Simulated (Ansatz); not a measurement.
`CC[SiH3]` → ethane + `[SiH2]` at 600 K and 1 bar (silylene formation by 1,1-elimination).

Calculated with Ansatz (gas phase, PBE0-D4/def2-TZVP geometries, no zero-point term in ΔE). CCSD(T)/CBS adds triple-zeta CCSD(T) − MP2 to the extrapolated MP2 energy (def2 sets, frozen cores). This one scheme is used for every species.

| species | CCSD(T)/CBS energy (Eh) | H − E (kJ/mol) | S (J/(mol·K)) |
| --- | --- | --- | --- |
| `CC[SiH3]` | -369.99568 | 287.7 | 377.1 |
| `CC` | -79.71954 | 228.8 | 274.9 |
| `[SiH2]` | -290.19011 | 52.1 | 233.9 |

H − E and S are ideal-gas, rigid-rotor, harmonic terms from PBE0-D4/def2-TZVP. 1 Eh = 2625.50 kJ/mol, R = 8.31446 J/(mol·K).

Problem. By hand: ΔE, ΔH, ΔS and ΔG.

Solution. ΔE = (-79.71954) + (-290.19011) − (-369.99568) = 0.08603 Eh = 225.9 kJ/mol. Δ(H − E) = 228.8 + 52.1 − 287.7 = -6.8, so ΔH = 219.1 kJ/mol. ΔS = 274.9 + 233.9 − 377.1 = 131.7 J/(mol·K). ΔG = 219.1 − 600 × (131.7)/1000 = 140.1 kJ/mol.

Problem. By hand: the equilibrium constant, and the temperature at which ΔG would vanish if ΔH and ΔS stayed fixed.

Solution. log₁₀ K = −ΔG/(RT ln 10) = -12.2. ΔG = 0 at ΔH/ΔS = 1664 K.

The number of gas molecules changes by +1, which sets the sign of ΔS. A doubt of 5 kJ/mol in ΔE shifts log₁₀ K by 0.4 here. These are equilibria of isolated gas molecules and say nothing of rates. Largest T1 diagnostic: 0.014 (customary marks: 0.02 for closed shells, 0.045 for open ones).
